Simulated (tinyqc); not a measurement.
Pariser-Parr-Pople SCF with singles CI, for the molecule c1ccccc1 (SMILES; centres numbered as the heavy atoms are written), step by step. One step of it, computed by the program tinyqc.

Problem. Singles CI, triplets. Over the 4 single excitations with the smallest orbital gaps: A = (e_a - e_i) delta - (ij|ab), with (pq|rs) = sum c_mp c_mq gamma_mn c_nr c_ns.

orbital energies (eV): -13.772711  -10.563474  -10.563181  -0.626819  -0.626526  2.582711

coefficients:
```
,MO1,MO2,MO3,MO4,MO5,MO6
1C,0.408259,0.577343,0.000000,0.000000,0.577343,0.408259
2C,0.408243,0.288683,0.500000,0.500000,-0.288683,-0.408243
3C,0.408243,-0.288683,0.500000,-0.500000,-0.288683,0.408243
4C,0.408259,-0.577343,0.000000,0.000000,0.577343,-0.408259
5C,0.408243,-0.288683,-0.500000,0.500000,-0.288683,0.408243
6C,0.408243,0.288683,-0.500000,-0.500000,-0.288683,-0.408243
```

repulsion gamma_rs (eV):
```
,1C,2C,3C,4C,5C,6C
1C,11.130000,5.346287,3.872515,3.517455,3.872515,5.346287
2C,5.346287,11.130000,5.345539,3.872515,3.518103,3.873196
3C,3.872515,5.345539,11.130000,5.346287,3.873196,3.518103
4C,3.517455,3.872515,5.346287,11.130000,5.346287,3.872515
5C,3.872515,3.518103,3.873196,5.346287,11.130000,5.345539
6C,5.346287,3.873196,3.518103,3.872515,5.345539,11.130000
```

Give: triplet CI matrix; triplet excitation energies.

Solution.

triplet CI matrix (eV):
```
,3>4,3>5,2>4,2>5
3>4,3.9697,0.0000,0.0000,0.4525
3>5,0.0000,4.8748,0.4525,0.0000
2>4,0.0000,0.4525,4.8748,0.0000
2>5,0.4525,0.0000,0.0000,3.9704
```

triplet excitation energies (eV): 3.5176  4.4223  4.4225  5.3273
